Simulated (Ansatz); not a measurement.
# Cadmium, hcp under PBE: testing the k-point mesh

Aim: find which k-point mesh is enough for energy and pressure. The geometry was relaxed under PBE beforehand and stays fixed; 8 values are run, from 2×2×1 to 17×17×8. Wanted are the values from which on the energy stays within 10 and 1 meV/atom, and the pressure within 0.5 GPa, of the last run. Within the series other settings stay, but some runs also write fields, which adds to their time. Spin polarisation is left out.

Method: DFT PBE, plane waves with PAW, scalar-relativistic, in Ansatz 0.2.0.

### Step 1. The starting structure

The structure is hexagonal, space group P6_3/mmc (No. 194). Conventional cell: a = 3.001 Å, b = 3.001 Å, c = 5.926 Å, α = 90.00°, β = 90.00°, γ = 120.00°. Around Cd (site symmetry -6m2) lie 12 Cd at 3.00 to 3.43 Å.

As a file:

```
Cd
1.0
     3.00071    0.00000    0.00000
    -1.50036    2.59869    0.00000
     0.00000    0.00000    5.92616
Cd
2
Direct
  0.33333 0.66667 0.25000
  0.66667 0.33333 0.75000
```

### Step 2. Run at 2×2×1

The run at 2×2×1.

input.yaml reads:

```yaml
crystal:
  lattice:
    - [3.000710373, 0.0, 0.0]
    - [-1.5003551865, 2.5986914124, 0.0]
    - [0.0, 0.0, 5.9261569577]
  atoms:
    - { symbol: Cd, position: [0.3333333333, 0.6666666667, 0.25] }
    - { symbol: Cd, position: [0.6666666667, 0.3333333333, 0.75] }
hamiltonian:
  xc: pbe
  pseudopotentials:
    kind: paw
    azcp:
      Cd: "pseudopotentials/Cd.paw.azcp"
basis:
  ecutwfc: 420
  fft_grid_basis: typed
kpoints:
  mp_grid: { grid: [2, 2, 1], shift: [0, 0, 0] }
magnetization:
  spin_polarized: false
scf:
  occupations: { method: fermi_dirac, width: 0.1 }
  lower_state_search: "off"
output:
  stress: true
```

The run is started by

```bash
$ ansatz run input.yaml --threads 1 --pin off --max-ram 3584MiB --backend cpu --events-out ev --progress --plain --runs-dir out
```

### Step 3. Run at 3×3×2

The run at 3×3×2.

input.yaml, as its differences from that of step 2:

```diff
@@ -18,3 +18,3 @@
 kpoints:
-  mp_grid: { grid: [2, 2, 1], shift: [0, 0, 0] }
+  mp_grid: { grid: [3, 3, 2], shift: [0, 0, 0] }
 magnetization:
```

### Step 4. Run at 4×4×2

The run at 4×4×2.

input.yaml, as its differences from that of step 3:

```diff
@@ -18,3 +18,3 @@
 kpoints:
-  mp_grid: { grid: [3, 3, 2], shift: [0, 0, 0] }
+  mp_grid: { grid: [4, 4, 2], shift: [0, 0, 0] }
 magnetization:
@@ -26 +26,5 @@
   stress: true
+  write_density: true
+  write_potential: true
+  elf: true
+  volumetric_format: npy
```

### Step 5. Run at 6×6×3

The run at 6×6×3.

input.yaml, as its differences from that of step 4:

```diff
@@ -18,3 +18,3 @@
 kpoints:
-  mp_grid: { grid: [4, 4, 2], shift: [0, 0, 0] }
+  mp_grid: { grid: [6, 6, 3], shift: [0, 0, 0] }
 magnetization:
```

### Step 6. Run at 7×7×4

The run at 7×7×4.

input.yaml, as its differences from that of step 5:

```diff
@@ -18,3 +18,3 @@
 kpoints:
-  mp_grid: { grid: [6, 6, 3], shift: [0, 0, 0] }
+  mp_grid: { grid: [7, 7, 4], shift: [0, 0, 0] }
 magnetization:
@@ -26,5 +26 @@
   stress: true
-  write_density: true
-  write_potential: true
-  elf: true
-  volumetric_format: npy
```

### Step 7. Run at 10×10×5

The run at 10×10×5.

input.yaml, as its differences from that of step 6:

```diff
@@ -18,3 +18,3 @@
 kpoints:
-  mp_grid: { grid: [7, 7, 4], shift: [0, 0, 0] }
+  mp_grid: { grid: [10, 10, 5], shift: [0, 0, 0] }
 magnetization:
@@ -26 +26,5 @@
   stress: true
+  write_density: true
+  write_potential: true
+  elf: true
+  volumetric_format: npy
```

### Step 8. Run at 13×13×6

The run at 13×13×6.

input.yaml, as its differences from that of step 7:

```diff
@@ -18,3 +18,3 @@
 kpoints:
-  mp_grid: { grid: [10, 10, 5], shift: [0, 0, 0] }
+  mp_grid: { grid: [13, 13, 6], shift: [0, 0, 0] }
 magnetization:
```

### Step 9. Run at 17×17×8

The run at 17×17×8.

input.yaml, as its differences from that of step 8:

```diff
@@ -18,3 +18,3 @@
 kpoints:
-  mp_grid: { grid: [13, 13, 6], shift: [0, 0, 0] }
+  mp_grid: { grid: [17, 17, 8], shift: [0, 0, 0] }
 magnetization:
@@ -26,5 +26 @@
   stress: true
-  write_density: true
-  write_potential: true
-  elf: true
-  volumetric_format: npy
```

(Steps that only read results are left out.)

**Question.** What will these runs give? Wanted: pressure at 17×17×8.

As calculated:

| quantity | value |
| --- | --- |
| E(σ → 0) stays within 10 meV/atom of 17×17×8 | from 10×10×5 on |
| E(σ → 0) stays within 1 meV/atom | not reached before 17×17×8 |
| pressure stays within 0.5 GPa | from 6×6×3 on |
| pressure at 17×17×8 | 0.11 GPa |
| CPU time, dearest over cheapest | 12 |
| energy of a separate run on a finer mesh (20×20×9) | -2.3 meV/atom from 17×17×8 |

What this shows: The far end, 2×2×1, lies +856.5 meV/atom and +3.4 GPa from the yardstick. Convergence in k is not monotonic; the energy swings about its limit. The energy has not settled to 1 meV/atom before the last mesh. Metals converge slowly, as the Fermi surface must be resolved. The yardstick itself is unsettled by 2.3 meV/atom against the finer mesh, so the thresholds above hold only within this series. The cell taken over is 7 % larger than the measured one (21.59 Å³/atom, COD).
